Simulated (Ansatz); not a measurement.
in.yaml

```yaml
crystal:
  periodic: [false, false, false]
  atoms:
    - {symbol: O, position_ang: [0.000000, 0.000000, 0.000000]}
    - {symbol: C, position_ang: [0.000000, 0.000000, 1.150340]}
basis:
  gaussian: {orbitals: cc-pVDZ}
hamiltonian: {xc: {name: B3LYP}}
```

```sh
$ ansatz run in.yaml --threads 1 --pin off --events-out ev --progress --plain --max-ram 3956MiB --backend cpu
```

Log:

```
262 factors; integrals over basis functions are off by at most 1.4e-3 eV
mean field evaluation 1: about -3082.2263 eV, gradient 2.9e1 eV
mean field evaluation 2: about -3076.8731 eV, gradient 6.2e1 eV
mean field evaluation 4: about -3083.6135 eV, gradient 5.5e-1 eV
mean field evaluation 8: about -3083.6167 eV, gradient 1.1e-2 eV
mean field -3083.61669178 eV, -113.3208232726 hartree, gradient 2.6e-5 eV, S^2 0.000000; 0 other end points of the search recorded, 0 dependent functions left out
reference -3083.61681732 eV, -113.3208278858 hartree; 7, 7 occupied and 21, 21 virtual orbitals, 262 factors
Total energy: -3083.61681732 eV, -113.3208278858 hartree
```

Ran on 1 thread of AMD EPYC 7R13, shared host: 0.31 s wall, 0.08 GiB peak host memory.
